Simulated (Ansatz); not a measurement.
Relaxing Ga₃Mo

The calculation used DFT PBE, scalar-relativistic, plane waves, PAW (Ansatz).

The start puts Ga₃Mo on the Cu3Au (L1_2) structure type (Pm-3m, No. 221), with Mo in place of Au, Ga in place of Cu, at a guessed volume.

The final relaxation ran on this input, with the default PAW datasets:

```yaml
crystal:
  lattice:
    - [3.9696923168, 0.0, 0.0]
    - [0.0, 3.9696923168, 0.0]
    - [0.0, 0.0, 3.9696923168]
  atoms:
    - { symbol: Ga, position: [0.0, 0.5, 0.5] }
    - { symbol: Ga, position: [0.5, 0.0, 0.5] }
    - { symbol: Ga, position: [0.5, 0.5, 0.0] }
    - { symbol: Mo, position: [0.0, 0.0, 0.0] }
basis:
  ecutwfc: 420
kpoints:
  mp_grid: { grid: [12, 12, 12] }
hamiltonian:
  xc: pbe
scf:
  occupations: { method: gaussian, width: 0.1 }
output:
  forces: true
  stress: true
  eigenvalues: true
relax:
  adjacent_minimum: "off"
  f_tol: 0.01
  max_steps: 80
  cell: { stress_tol: 0.05 }
```

Launched as:

```bash
ansatz run input.yaml --threads 1 --pin off --max-ram 2560MiB --backend cpu --events-out ev --progress --plain --runs-dir out
```

The run took 29 s on 1 thread of Intel(R) Xeon(R) Platinum 8375C CPU @ 2.90GHz (Ice Lake) (shared host), peak memory 0.48 GiB.

The program printed at the end:

```
SCF converged after 8 iterations
Free energy (F): -16304.418497 eV
Harris-Foulkes:  -16304.418497 eV  (|F-HF|=3.64e-12)
Internal energy: -16304.395742 eV  (E = F + TS)
E sigma→0 (E₀):  -16304.407119 eV
Entropy (-TS):   -0.022755 eV (-5.689 meV/atom)
Fermi energy:    14.878451 eV
--- Per-component energies (eV) ---
  E_band       = -65.991413
  E_kinetic    = 791.190173
  E_local      = -5720.986599  (includes V_loc(G=0)·N_el)
  E_nonlocal   = 1417.473314
  E_hartree    = 2613.241205
  E_xc         = -391.827183
  E_vxc        = -404.530225  (∫ρ·V_xc dr)
  E_paw        = -9166.809801  (= ΣΔE_a)
  E_vpaw       = -1375.620221  (= ΣTr[D̂ρ^β])
  E_aug_tail   = -0.000265  (compensation charges beyond the density's cutoff)
  E_ewald      = -5846.676586
  E_smearing   = -0.022755  (= −TS)
  E_closure    =  0.000000  (closes the sum)
  Σ components = -16304.418497   (vs F -16304.418497, Δ=0.00e0)
--- Forces (eV/Å), atoms counted from 1 ---
  atom   1  Ga     0.00000000     0.00000000     0.00000000
  atom   2  Ga     0.00000000     0.00000000     0.00000000
  atom   3  Ga     0.00000000     0.00000000     0.00000000
  atom   4  Mo     0.00000000     0.00000000     0.00000000
  max |Σ_I F_I| component: 2.21e-29 eV/Å
--- Stress (GPa, compression-positive) ---
       -0.000686       0.000000       0.000000
        0.000000      -0.000686       0.000000
        0.000000       0.000000      -0.000686
  P = ⅓ Tr σ = -0.0007 GPa (-0.007 kbar)
--- Relaxed structure (3 steps of the walk, 3 accepted, 1 SCFs on fresh bases) ---
  F+E_penalty+E_count = -16304.41849696 eV   max|allowed force component| = 1.078e-29 eV/Å   (the final SCF, on the basis selected at the relaxed cell)
  cell:  # Å, volume = 62.4276 Å³
    - [3.966969, 0.0, 0.000000]
    - [0.0, 3.966969, 0.0]
    - [0.000000, 0.0, 3.966969]
  atoms:
    - { symbol: Ga, position: [0.000000, 0.500000, 0.500000] }
    - { symbol: Ga, position: [0.500000, 0.000000, 0.500000] }
    - { symbol: Ga, position: [0.500000, 0.500000, 0.000000] }
    - { symbol: Mo, position: [0.000000, 0.000000, 0.000000] }
```

Total energies depend on the potentials used, so only differences within one code and one set of settings carry meaning.

The result has space group Pm-3m (No. 221). Ga is coordinated by 4 Mo at 2.81 Å and 8 Ga at 2.81 Å; around Mo lie 12 Ga at 2.81 Å.

Against the elements it lies at 0.17 eV/atom. Formation energies are uncorrected and refer to the elements' standard structures at the same level.

For metals, differences of a few meV/atom aren't resolved.

Symmetry constrained the relaxation, so the result can be a saddle point.